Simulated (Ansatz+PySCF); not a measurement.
A calculation with PySCF 2.14.0.

```python
from pyscf import gto, scf, cc

mol = gto.M(atom="""
O 0.000000 0.000000 0.000000
Na 1.223480 1.631310 3.531890
""", basis='sto-3g', charge=0, spin=1)
mf = scf.UHF(mol)
mf.kernel()
mycc = cc.CCSD(mf, frozen=2).run()
et = mycc.ccsd_t()
print(mf.e_tot, mycc.e_corr, et, mycc.e_tot + et)
```

The script is written out from the run's settings.

Output:

```json
{"Converged": "yes", "Reference energy": "-233.47261 hartree", "CCSD correlation energy": "-0.04134 hartree", "Triples correction": "-0.00179 hartree", "Total energy": "-233.51574 hartree", "Spin squared of the determinant": "1.750"}
```

Caution: the unrestricted determinant is a mixture of spin states.
